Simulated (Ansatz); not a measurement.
A nudged elastic band was laid between two geometries of AlClH3O (6 atoms, charge 1, multiplicity 1).

Theory: Ansatz 0.2.0, RKS CAM-B3LYP-D4/def2-SVP.

* movable images: 7
* climbing image: yes
* spring: 5.0 eV/Å²
* optimiser: quadratic models (default)
* start path: IDPP
* force threshold: 0.03 eV/Å
* iteration limit: 60
* end points: relaxed

Initial state:

```xyz
6
Properties=species:S:1:pos:R:3
O -0.660 0.114 -0.650
Al 0.637 0.054 0.703
Cl 1.410 -1.830 0.652
H -0.878 -0.641 -1.231
H -1.217 0.880 -0.887
H 0.707 1.423 1.412
```

Final state:

```xyz
6
Properties=species:S:1:pos:R:3
O -0.661 0.115 -0.649
Al 0.638 0.051 0.702
Cl 1.411 -1.834 0.652
H -1.214 0.886 -0.882
H -0.883 -0.637 -1.233
H 0.709 1.420 1.411
```

Task: What changes between the two ends?

Result: No bond is made or broken. The dihedral H5–O1–Al2–Cl3 goes from 180 to 0°. The two ends are copies of one structure, up to a mirror image or an exchange of like atoms.

Task: What energy profile does the band end with?

Result: It converged. The highest image is number 4 of 0 to 8, 5.1 kcal/mol above the ends, which have the same energy within 2 meV. A vibrational analysis at the climbing image gives one clearly imaginary mode, 308i cm⁻¹: a first-order saddle point. Limits of this set-up: the dipole of an ion depends on the origin.

```tsv
image	path coordinate (Å)	energy (kcal/mol)	dihedral H5–O1–Al2–Cl3 (°)
0	0.00	0.0	180
1	0.40	0.8	156
2	0.80	2.7	132
3	1.20	4.4	108
4	1.60	5.1	85
5	2.00	4.4	63
6	2.40	2.6	42
7	2.79	0.8	21
8	3.19	0.0	0
```

Task: What is the geometry of the highest image?

Result: 
```xyz
6
Properties=species:S:1:pos:R:3:forces:R:3
O -0.592 0.208 -0.741 0.01 0.00 0.01
Al 0.616 -0.001 0.722 -0.01 0.00 -0.01
Cl 0.681 -1.967 1.247 0.00 0.00 0.00
H -0.372 0.086 -1.685 0.00 0.00 0.00
H -1.560 0.317 -0.669 0.00 0.00 0.00
H 1.227 1.358 1.126 0.00 0.00 0.00
```

Task: What are the harmonic wavenumbers there?

Result: 308i, 178, 334, 404, 511, 599, 646, 655, 1619, 2124, 3709, 3771 cm⁻¹.

The run took 75 s on 1 CPU thread of a shared host.
